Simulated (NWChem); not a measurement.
Total energies of NO (+1)

```xyz
2

N      0.0000     0.0000     0.5653
O      0.0000     0.0000    -0.4946
```
Charge +1, spin multiplicity 1.

Program: NWChem. All single points use one geometry, from PBE0/def2-SVP, a minimum by its harmonic frequencies.

Basis set: STO-3G (10 functions).

```csv
method,total energy (Ha)
RHF,-127.18429
MP2,-127.35047
B2PLYP,-127.62305
PBE,-127.62865
B3LYP,-127.74217
M06-2X,-127.75869
CCSD(T),-127.35158
```

Total energies of different functionals aren't comparable as a measure of quality: only differences taken within one method are. 

The correlated methods keep 2 core orbitals frozen. B3LYP has NWChem's definition, with VWN1-RPA local correlation. The structure started from a generated list of species. No row is a measurement; the coupled-cluster row has its own basis-set and correlation limits.
